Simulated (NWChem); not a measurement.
Species: C2H3F; SMILES C(=C)F

Results from NWChem. Pople sets run with spherical d functions. The geometry was optimised at B3LYP/6-31G* (spherical d). Level: B3LYP/6-31G* with SMD (1 M gas to 1 M solution), gas-phase geometry.

Question: Predict the results for solvent n-hexane. Quantities: solvation free energy (kcal/mol); cavity-dispersion-structure term (kcal/mol); dipole in solution (D).

Answer: 
```
Quantity                                     Result
-------------------------------------------  ------
solvation free energy (kcal/mol)               -1.0
cavity-dispersion-structure term (kcal/mol)     0.2
dipole in solution (D)                         1.37
```
